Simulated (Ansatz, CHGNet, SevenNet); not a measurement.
## Grey tin (α-Sn), TO(Γ) frequency

Reference value: 200 cm⁻¹ (measured, low temperature, zero-point motion not removed; as tabulated in Tanner et al. (2021), arXiv:2110.11888).

What do CHGNet 0.3.0, SevenNet-0, SevenNet-l3i5, LDA, PBE, PBEsol, r²SCAN give, and how far is each from the reference?


| level (code) | value (cm⁻¹) | cell (Å³/atom) | difference (%) |
|---|---|---|---|
| CHGNet 0.3.0 | 135 | 36.86 | -32 |
| SevenNet-0 | 155 | 36.64 | -22 |
| SevenNet-l3i5 | 153 | 36.82 | -24 |
| LDA (Ansatz) | 188 | 33.89 | -6.0 |
| PBE (Ansatz) | 174 | 36.84 | -13.0 |
| PBEsol (Ansatz) | 183 | 34.94 | -8.5 |
| r²SCAN (Ansatz) | 189 | 35.38 | -5.5 |

Leaving aside CHGNet 0.3.0 (imaginary modes in this run): Once the reference is moved by up to 2.0 % (a margin picked here for doubts on the reference and the settings, and for temperature and zero-point motion) and values within 0.7 % count as equal, the nearest can be r²SCAN (-5.5 %) or LDA (-6.0 %). Among them SevenNet-l3i5 (-24 %) misses by most. No level tried lands within 3 %. All 6 levels lie below the reference.

The measured value isn't corrected to a static lattice, so vibrations enter the comparison.  LDA, PBE, PBEsol, r²SCAN: the solid has no gap at this level, which affects its response. Each level is taken at its own relaxed cell. Cutoffs differ between the levels. Ansatz's density-functional and Hartree–Fock values are scalar-relativistic unless marked +SOC, with PAW data made under PBE.

Machine-learned potentials (CHGNet 0.3.0, SevenNet-0, SevenNet-l3i5) are trained on DFT data: a solid inside that data is no test of them.

Differences are worked out from the printed values.

Ansatz is a program for electronic structure.
